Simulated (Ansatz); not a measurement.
Total energies of CHClFN (`N=C(F)Cl`).

```xyz
5

N    -0.6560   -0.2165    0.7822
C    -0.0934    0.1851   -0.2442
F    -0.7152    0.9550   -1.1086
Cl    1.5206   -0.1237   -0.7830
H    -0.0560   -0.7998    1.3535
```

Total charge 0; spin multiplicity 1. The structure was optimised at the PBE0-D4/def2-TZVP level. It is one conformer, not always the lowest. Basis def2-TZVPP, the Gaussian-basis code of Ansatz.

RPA on PBE orbitals: Hartree–Fock energy of these orbitals -651.86056 Eh, correlation -1.22492 Eh (frozen core).

```json
{"functional": "LC-ωPBE", "energy without D4 (Eh)": "-653.33767", "D4 term (kJ/mol)": "–"}
{"functional": "B2PLYP", "energy without D4 (Eh)": "-653.32689", "D4 term (kJ/mol)": "–"}
```

Give the same for LDA (SPW92), PBE, revPBE, BLYP, r2SCAN, B97M-V, PBE0, B3LYP, r2SCANh, r2SCAN0, HSE06 (plane-wave form), BHLYP, CAM-B3LYP, ωB97X-V, ωB97M-V, PBE-QIDH. (An estimate is asked.)

The calculation gave: 
```
             functional  energy without D4 (Eh)  D4 term (kJ/mol)
            LDA (SPW92)              -650.68198                 –
                    PBE              -653.19813              -8.3
                 revPBE              -653.44414             -29.3
                   BLYP              -653.55231             -19.2
                 r2SCAN              -653.46225              -1.9
                 B97M-V              -653.41873                 –
                   PBE0              -653.22990              -6.8
                  B3LYP              -653.59681             -13.5
                r2SCANh              -653.44797              -2.0
                r2SCAN0              -653.42766              -2.2
HSE06 (plane-wave form)              -653.21383              -6.3
                  BHLYP              -653.48571              -9.6
              CAM-B3LYP              -653.53059              -6.8
                ωB97X-V              -653.44958                 –
                ωB97M-V              -653.50835                 –
               PBE-QIDH              -653.11554                 –
```

B3LYP takes the VWN-RPA correlation (the form of Gaussian; ORCA's B3LYP/G). HSE06 is the plane-wave form, built on full-range PBE exchange. The double hybrids freeze the cores in their second-order part.

LC-ωPBE has ω = 0.4 bohr⁻¹.
